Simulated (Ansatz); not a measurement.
# C3H6 (singlet): from Hartree-Fock to the top rungs, cc-pVDZ

The task here is to estimate one member of a computed series from the others.

Method: cc-pVDZ, core rule «outside noble gas», up to 3 orbitals frozen; program: Ansatz 0.2.0, Gaussian basis.

The runs, in order: UHF; CCSD(T) on RHF; CCSDT(Q) on RHF.

2 further runs of the same task are left out: 2 set aside as unsound or not needed.

### The geometry

The geometry is an MP2(full)/6-31G* stationary point (not a proven minimum).

9 atoms, charge 0, spin multiplicity 1.

Atoms are counted from 1 here; the program's logs count them from 0.

Bond lengths: C1–C2 1.502 Å, C1–C3 1.502 Å, C1–H4 1.084 Å, C1–H5 1.084 Å, C2–C3 1.502 Å, C2–H6 1.084 Å, C2–H7 1.084 Å, C3–H8 1.084 Å, C3–H9 1.084 Å. Angles: C2–C1–C3 60.0°, C2–C1–H4 118.1°, C2–C1–H5 118.1°, C3–C1–H4 118.1°, C3–C1–H5 118.1°, H4–C1–H5 114.2°, C1–C2–C3 60.0°, C1–C2–H6 118.1°, C1–C2–H7 118.1°, C3–C2–H6 118.1°, C3–C2–H7 118.1°, H6–C2–H7 114.2°, C1–C3–C2 60.0°, C1–C3–H8 118.1°, C1–C3–H9 118.1°, C2–C3–H8 118.1°, C2–C3–H9 118.1°, H8–C3–H9 114.2°.

The first run:

File in.yaml:

```yaml
crystal:
  periodic: [false, false, false]
  atoms:
    - {symbol: C, position_ang: [0.000000, 0.866998, 0.000000]}
    - {symbol: C, position_ang: [0.750842, -0.433499, 0.000000]}
    - {symbol: C, position_ang: [-0.750842, -0.433499, 0.000000]}
    - {symbol: H, position_ang: [0.000000, 1.455762, 0.910526]}
    - {symbol: H, position_ang: [0.000000, 1.455762, -0.910526]}
    - {symbol: H, position_ang: [1.260727, -0.727881, -0.910526]}
    - {symbol: H, position_ang: [1.260727, -0.727881, 0.910526]}
    - {symbol: H, position_ang: [-1.260727, -0.727881, 0.910526]}
    - {symbol: H, position_ang: [-1.260727, -0.727881, -0.910526]}
basis:
  gaussian: {orbitals: cc-pVDZ}
magnetization: {spin_polarized: true, initial_magnetization: 0}
hamiltonian: {xc: hf}
output: {orbitals: {seedname: orbitals}}
```

Started as:

```console
$ ansatz run in.yaml --threads 1 --pin off --events-out ev --progress --plain --max-ram 2880MiB --backend cpu
```

Steps of the session up to this table: UHF; CCSD(T) on RHF; CCSDT(Q) on RHF.

One of the session's tables, all rows but one given; the rest of the session is left out.

```
   method  from RCCSDT(Q) (kJ/mol)
      RHF                  +1253.6
     RMP2                   +142.0
    RCCSD                        ?
 RCCSD(T)                     +3.9
   RCCSDT                     +2.3
RCCSDT(Q)                        0
```

**Question.** Estimate the row for RCCSD.

**Answer.** from RCCSDT(Q) (kJ/mol): +40.3. In the column «from RCCSDT(Q) (kJ/mol)» it lies between RCCSD(T) (+3.9) and RMP2 (+142.0).

With the free atoms at the same levels and basis (separate runs), the atomisation energy is 34.475 eV at RCCSDT(Q), 34.463 eV at RCCSD(T), 27.537 eV at RHF.
